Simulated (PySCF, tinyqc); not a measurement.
Worked calculation: coupled-perturbed Hartree-Fock on RHF in the sto-3g basis, for BH, spin multiplicity 1. The lowest restricted solution is unstable here: a spin-polarised one lies 0.0052 hartree lower (PySCF). One step of it, computed by the program tinyqc.

Task: Coupled step 1. U_ai = -(mu_ai + sum_bj [4 (ai|bj) - (ab|ij) - (aj|bi)] U_bj) / (e_a - e_i); alpha = -4 sum U_ai mu_ai.

uncoupled U:
```
           i1        i2         i3
a4   0.000000  0.000000   0.000000
a5   0.000000  0.000000   0.000000
a6  -0.012462  0.471620  -2.132948
```

dipole integrals <a|z|i> (bohr):
```
          i1         i2        i3
a4  0.000000   0.000000  0.000000
a5  0.000000   0.000000  0.000000
a6  0.097186  -0.429042  1.429548
```

orbital energies (hartree): MO1 -7.371369, MO2 -0.482265, MO3 -0.242767, MO4 0.254836, MO5 0.254836, MO6 0.427455

Two-electron integrals over orbitals (pq|rs), unique and non-zero (hartree):
```
(11|11) 2.892653    (21|11) -0.273370   (21|21) 0.041189    (22|11) 0.625610
(22|21) -0.009637   (22|22) 0.481959    (31|11) -0.166418   (31|21) 0.023281
(31|22) -0.013041   (31|31) 0.022951    (32|11) 0.137804    (32|21) -0.008357
(32|22) -0.022772   (32|31) 0.006266    (32|32) 0.116634    (33|11) 0.589059
(33|21) -0.009786   (33|22) 0.437284    (33|31) 0.003045    (33|32) 0.020895
(33|33) 0.482465    (41|41) 0.021609    (42|41) 0.023140    (42|42) 0.080809
(43|41) 0.014052    (43|42) 0.042857    (43|43) 0.041338    (44|11) 0.742012
(44|21) -0.010112   (44|22) 0.470004    (44|31) -0.005747   (44|32) 0.075311
(44|33) 0.445541    (44|44) 0.586773    (51|51) 0.021609    (52|51) 0.023140
(52|52) 0.080809    (53|51) 0.014052    (53|52) 0.042857    (53|53) 0.041338
(54|54) 0.031630    (55|11) 0.742012    (55|21) -0.010112   (55|22) 0.470004
(55|31) -0.005747   (55|32) 0.075311    (55|33) 0.445541    (55|44) 0.523513
(55|55) 0.586773    (61|11) -0.102679   (61|21) 0.017937    (61|22) 0.004668
(61|31) -0.001445   (61|32) -0.015850   (61|33) -0.013712   (61|44) -0.003502
(61|55) -0.003502   (61|61) 0.021551    (62|11) 0.156759    (62|21) -0.002851
(62|22) 0.049011    (62|31) -0.012775   (62|32) 0.030144    (62|33) -0.015515
(62|44) 0.085503    (62|55) 0.085503    (62|61) 0.011456    (62|62) 0.099016
(63|11) -0.157401   (63|21) 0.003891    (63|22) -0.004115   (63|31) -0.004487
(63|32) -0.106252   (63|33) -0.029368   (63|44) -0.085780   (63|55) -0.085780
(63|61) 0.009437    (63|62) -0.060650   (63|63) 0.129062    (64|41) 0.008156
(64|42) 0.029613    (64|43) -0.000282   (64|64) 0.027007    (65|51) 0.008156
(65|52) 0.029613    (65|53) -0.000282   (65|65) 0.027007    (66|11) 0.617586
(66|21) -0.006816   (66|22) 0.492659    (66|31) -0.013305   (66|32) -0.058557
(66|33) 0.463668    (66|44) 0.445929    (66|55) 0.445929    (66|61) 0.008363
(66|62) 0.017125    (66|63) 0.031899    (66|66) 0.548062
```

Give: U after step 1; polarisability.

Result:

U after step 1:
```
         i1      i2       i3
a4   0.0000  0.0000   0.0000
a5   0.0000  0.0000   0.0000
a6  -0.0045  0.2843  -2.2887
```

polarisability = 13.5771 bohr^3
